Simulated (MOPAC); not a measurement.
MOPAC input (PM7):

```
PM7 PRECISE GNORM=0.05 LET XYZ GEO-OK AUX(PRECISION=9) THREADS=1
F2O

F     0.03923562 1    1.10057360 1   -0.27954166 1
O    -0.01962367 1    0.00815420 1    0.59730772 1
F    -0.02179237 1   -1.10782178 1   -0.25139853 1
```

From the last part of the output:

```
                                                       MOPAC v23.2.5 Linux

          FINAL HEAT OF FORMATION =          3.48904 KCAL/MOL =      14.59813 KJ/MOL

          COSMO AREA              =         65.39 SQUARE ANGSTROMS
          COSMO VOLUME            =         46.14 CUBIC ANGSTROMS

          GRADIENT NORM           =          0.03279          =       0.01893 PER ATOM
          IONIZATION POTENTIAL    =         11.874654 EV
          HOMO LUMO ENERGIES (EV) =        -11.875 -0.414
          NO. OF FILLED LEVELS    =         10
          MOLECULAR WEIGHT        =         53.9962         POINT GROUP:  C2v

          MOLECULAR DIMENSIONS (Angstroms)

            Atom       Atom       Distance
            F     3    F     1     2.14800
            O     2    F     1     0.91179
            F     3    O     2     0.00000

          SCF CALCULATIONS        =          8

   ATOM   CHEMICAL          X               Y               Z
  NUMBER   SYMBOL      (ANGSTROMS)     (ANGSTROMS)     (ANGSTROMS)

     1       F          0.03888757  *   1.06966620  *  -0.29437929  *
     2       O         -0.02071407  *   0.00861901  *   0.63050715  *
     3       F         -0.02044368  *  -1.07734093  *  -0.26702750  *

                             CARTESIAN COORDINATES

   1    F        0.038887575     1.069666195    -0.294379291
   2    O       -0.020714073     0.008619011     0.630507148
   3    F       -0.020443679    -1.077340925    -0.267027495

           Empirical Formula: O F2  =     3 atoms

      MOLECULAR POINT GROUP   :   C2v

                  EIGENVALUES
 -41.67386 -41.60726 -28.23934 -18.26933 -17.96364 -17.54387 -16.92979 -16.14354
 -15.98251 -11.87465  -0.41422   0.37382

              NET ATOMIC CHARGES AND DIPOLE CONTRIBUTIONS

  ATOM NO.   TYPE          CHARGE      No. of ELECS.   s-Pop       p-Pop
    1          F          -0.012871        7.0129     1.99457     5.01830
    2          O           0.025745        5.9743     1.99405     3.98021
    3          F          -0.012874        7.0129     1.99457     5.01831
 DIPOLE           X         Y         Z       TOTAL
 POINT-CHG.    -0.004     0.002     0.113     0.113
 HYBRID        -0.001     0.000     0.027     0.027
 SUM           -0.005     0.002     0.139     0.139

          ATOMIC ORBITAL ELECTRON POPULATIONS

     Atom    s        px        py        pz
    1  F   1.99457   1.99828   1.41949   1.60053
    2  O   1.99405   1.99814   1.00184   0.98023
    3  F   1.99457   1.99998   1.39395   1.62438

 **********************
 *                    *
 * JOB ENDED NORMALLY *
 *                    *
 **********************

 == MOPAC DONE ==
```
